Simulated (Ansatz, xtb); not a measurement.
**Two isomers of CH4FNO3**

Structure I is `ONC(O)(O)F`, a singlet and structure II is `NOC(O)(O)F`, a singlet. Both are isolated molecules in the gas phase, relaxed with B3LYP-D3(BJ)/6-311G**; the shapes shown needn't be the lowest conformers.

I (Å):

| atom | x (Å) | y (Å) | z (Å) |
| --- | --- | --- | --- |
| C | -0.6705 | 0.5508 | -1.0183 |
| F | -1.5403 | 0.9022 | -2.0478 |
| N | -1.4840 | -0.1131 | -0.0195 |
| O | -2.2341 | 0.9148 | 0.6479 |
| O | -0.0416 | 1.6999 | -0.5913 |
| O | 0.2506 | -0.3532 | -1.4504 |
| H | -3.1307 | 0.7670 | 0.3287 |
| H | -0.8529 | -0.4704 | 0.6930 |
| H | -0.7135 | 2.2186 | -0.1259 |
| H | 0.9889 | 0.1473 | -1.8175 |

II (Å):

```xyz
10

C    -1.0039   -1.5138   -1.3957
F     0.3737   -1.5694   -1.3187
N    -2.6496   -1.7982   -3.0010
O    -1.2291   -1.8400   -2.7277
O    -1.5386   -2.3910   -0.4822
O    -1.4498   -0.2584   -1.1187
H    -2.7689   -0.9287   -3.5188
H    -2.7540   -2.5527   -3.6747
H    -1.1956   -3.2701   -0.6790
H    -1.7286   -0.2435   -0.1965
```

Problem. Estimate which is lower in electronic energy at CCSD(T)/def2-SVP + ΔMP2/def2-TZVPP, and by roughly how much.

Solution. The CCSD(T)/def2-SVP + ΔMP2/def2-TZVPP calculation puts structure I lower, by 2.7 kcal/mol.

The same difference at several levels:

| level | geometry | E(II) − E(I) (kcal/mol) | departure from the last row (kcal/mol) | job, with rough time for the two |
| --- | --- | --- | --- | --- |
| GFN2-xTB | GFN2-xTB | +1.5 | −1.2 | optimisation, 0.26 s |
| HF/STO-3G | GFN2-xTB | −6.1 | −8.8 | single point, 0.24 s |
| r2SCAN-D4/def2-SVP | GFN2-xTB | +1.6 | −1.1 | single point, 3.1 s |
| B3LYP-D3(BJ)/6-311G** | B3LYP-D3(BJ)/6-311G** | +2.9 | +0.2 | optimisation, 62 s |
| HF/def2-SVP | B3LYP-D3(BJ)/6-311G** | +1.1 | −1.6 | part of the CCSD(T) run |
| MP2/def2-SVP | B3LYP-D3(BJ)/6-311G** | +3.0 | +0.3 | part of the CCSD(T) run |
| CCSD(T)/def2-SVP | B3LYP-D3(BJ)/6-311G** | +2.4 | −0.3 | single point |
| CCSD(T)/def2-SVP + ΔMP2/def2-TZVPP | B3LYP-D3(BJ)/6-311G** | +2.7 |  | single point, 38 s |

As drawn, II has 1 C–O, 1 N–H in place of 1 C–N, 1 O–H.

HF/STO-3G puts the two in the other order. The largest departure from CCSD(T)/def2-SVP + ΔMP2/def2-TZVPP is that of HF/STO-3G, 8.8 kcal/mol. The last row adds to CCSD(T) the change of the MP2 difference between the two basis sets, here +0.3 kcal/mol.

With harmonic frequencies from B3LYP-D3(BJ)/6-311G** (ideal gas, rigid rotor, one conformer each, 1000 K, 1 atm): the zero-point term adds −0.5 kcal/mol; ΔH is +2.5 and ΔG −0.1 kcal/mol. In free energy the two are nearly level.

The correlated steps freeze 6 core orbitals. Programs: Ansatz 0.2.0, xtb 6.7.1; the last row on 2 threads of Arm Neoverse V2 on a shared host.
